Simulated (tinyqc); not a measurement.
Worked calculation: ROHF in the sto-3g basis, for LiH+, spin multiplicity 2. One step of it, computed by the program tinyqc.

Question. Iteration 3: building the Fock matrix. J_ij = sum D_kl (ij|kl) with D = D(alpha) + D(beta), K_ij = sum D_kl (ik|jl) for each spin; F = H + J - K(s); E = tr D H + tr D J / 2 - 0.5 sum_s tr D(s) K(s) + E_nn.

D(alpha) after iteration 2, lower triangle:
```
,1Li 1s,1Li 2s,1Li 2px,1Li 2py,1Li 2pz,2H 1s
1Li 1s,0.991799
1Li 2s,0.014791,0.034348
1Li 2px,0.000000,0.000000,0.000000
1Li 2py,0.000000,0.000000,0.000000,0.000000
1Li 2pz,-0.015181,0.036386,0.000000,0.000000,0.039511
2H 1s,-0.072084,0.151601,0.000000,0.000000,0.164898,0.688275
```

D(beta) after iteration 2, lower triangle:
```
,1Li 1s,1Li 2s,1Li 2px,1Li 2py,1Li 2pz,2H 1s
1Li 1s,0.984899
1Li 2s,0.029979,0.000913
1Li 2px,0.000000,0.000000,0.000000
1Li 2py,0.000000,0.000000,0.000000,0.000000
1Li 2pz,0.001329,0.000040,0.000000,0.000000,0.000002
2H 1s,-0.003175,-0.000097,0.000000,0.000000,-0.000004,0.000010
```

core Hamiltonian H = T + V (hartree), lower triangle:
```
,1Li 1s,1Li 2s,1Li 2px,1Li 2py,1Li 2pz,2H 1s
1Li 1s,-4.683587
1Li 2s,-1.051494,-1.363517
1Li 2px,0.000000,0.000000,-1.109016
1Li 2py,0.000000,0.000000,0.000000,-1.109016
1Li 2pz,-0.011338,-0.104379,0.000000,0.000000,-1.191198
2H 1s,-0.153085,-0.519966,0.000000,0.000000,-0.679934,-1.298553
```

Two-electron integrals (ij|kl) in chemists' order, unique and non-zero (hartree):
```
i,j,k,l,(ij|kl)
1,1,1,1,1.680395
2,1,1,1,0.265420
2,1,2,1,0.049941
2,2,1,1,0.397727
2,2,2,1,0.092860
2,2,2,2,0.290562
3,1,3,1,0.008981
3,2,3,1,0.013788
3,2,3,2,0.064184
3,3,1,1,0.396640
3,3,2,1,0.092880
3,3,2,2,0.290497
3,3,3,3,0.312946
4,1,4,1,0.008981
4,2,4,1,0.013788
4,2,4,2,0.064184
4,3,4,3,0.016869
4,4,1,1,0.396640
4,4,2,1,0.092880
4,4,2,2,0.290497
4,4,3,3,0.279207
4,4,4,4,0.312946
5,1,5,1,0.008981
5,2,5,1,0.013788
5,2,5,2,0.064184
5,3,5,3,0.016869
5,4,5,4,0.016869
5,5,1,1,0.396640
5,5,2,1,0.092880
5,5,2,2,0.290497
5,5,3,3,0.279207
5,5,4,4,0.279207
5,5,5,5,0.312946
6,1,1,1,0.036164
6,1,2,1,0.006853
6,1,2,2,0.013036
6,1,3,3,0.012884
6,1,4,4,0.012884
6,1,5,1,0.000839
6,1,5,2,0.001637
6,1,5,5,0.013346
6,1,6,1,0.001033
6,2,1,1,0.107729
6,2,2,1,0.025565
6,2,2,2,0.087583
6,2,3,3,0.082737
6,2,4,4,0.082737
6,2,5,1,0.004064
6,2,5,2,0.026970
6,2,5,5,0.097191
6,2,6,1,0.004223
6,2,6,2,0.047481
6,3,3,1,0.001790
6,3,3,2,0.008955
6,3,5,3,0.003890
6,3,6,3,0.002941
6,4,4,1,0.001790
6,4,4,2,0.008955
6,4,5,4,0.003890
6,4,6,4,0.002941
6,5,1,1,0.140535
6,5,2,1,0.033630
6,5,2,2,0.119020
6,5,3,3,0.110841
6,5,4,4,0.110841
6,5,5,1,0.006266
6,5,5,2,0.041464
6,5,5,5,0.135256
6,5,6,1,0.005723
6,5,6,2,0.069945
6,5,6,5,0.104024
6,6,1,1,0.277227
6,6,2,1,0.066755
6,6,2,2,0.252718
6,6,3,3,0.230675
6,6,4,4,0.230675
6,6,5,1,0.011125
6,6,5,2,0.094301
6,6,5,5,0.296669
6,6,6,1,0.011315
6,6,6,2,0.175541
6,6,6,5,0.267180
6,6,6,6,0.774606
```

nuclear repulsion = 0.83247595 hartree

Give: Coulomb J; exchange K(alpha); exchange K(beta); F(alpha); F(beta); total energy of this density.

Answer.

Coulomb J (hartree), lower triangle:
```
,1Li 1s,1Li 2s,1Li 2px,1Li 2py,1Li 2pz,2H 1s
1Li 1s,3.6395
1Li 2s,0.5998,1.0540
1Li 2px,0.0000,0.0000,1.0321
1Li 2py,0.0000,0.0000,0.0000,1.0321
1Li 2pz,0.0116,0.0908,0.0000,0.0000,1.0912
2H 1s,0.0840,0.3817,0.0000,0.0000,0.5317,1.2539
```

exchange K(alpha) (hartree), lower triangle:
```
,1Li 1s,1Li 2s,1Li 2px,1Li 2py,1Li 2pz,2H 1s
1Li 1s,1.6744
1Li 2s,0.2750,0.1292
1Li 2px,0.0000,0.0000,0.0180
1Li 2py,0.0000,0.0000,0.0000,0.0180
1Li 2pz,0.0001,0.1017,0.0000,0.0000,0.1518
2H 1s,0.0392,0.2051,0.0000,0.0000,0.2856,0.6847
```

exchange K(beta) (hartree), lower triangle:
```
,1Li 1s,1Li 2s,1Li 2px,1Li 2py,1Li 2pz,2H 1s
1Li 1s,1.6707
1Li 2s,0.2746,0.0548
1Li 2px,0.0000,0.0000,0.0097
1Li 2py,0.0000,0.0000,0.0000,0.0097
1Li 2pz,0.0001,0.0000,0.0000,0.0000,0.0097
2H 1s,0.0384,0.0078,0.0000,0.0000,0.0010,0.0012
```

F(alpha) (hartree), lower triangle:
```
,1Li 1s,1Li 2s,1Li 2px,1Li 2py,1Li 2pz,2H 1s
1Li 1s,-2.7185
1Li 2s,-0.7267,-0.4388
1Li 2px,0.0000,0.0000,-0.0949
1Li 2py,0.0000,0.0000,0.0000,-0.0949
1Li 2pz,0.0002,-0.1153,0.0000,0.0000,-0.2518
2H 1s,-0.1083,-0.3434,0.0000,0.0000,-0.4338,-0.7293
```

F(beta) (hartree), lower triangle:
```
,1Li 1s,1Li 2s,1Li 2px,1Li 2py,1Li 2pz,2H 1s
1Li 1s,-2.7149
1Li 2s,-0.7262,-0.3644
1Li 2px,0.0000,0.0000,-0.0867
1Li 2py,0.0000,0.0000,0.0000,-0.0867
1Li 2pz,0.0002,-0.0136,0.0000,0.0000,-0.1097
2H 1s,-0.1075,-0.1461,0.0000,0.0000,-0.1492,-0.0459
```

total energy of this density = -7.621952 hartree
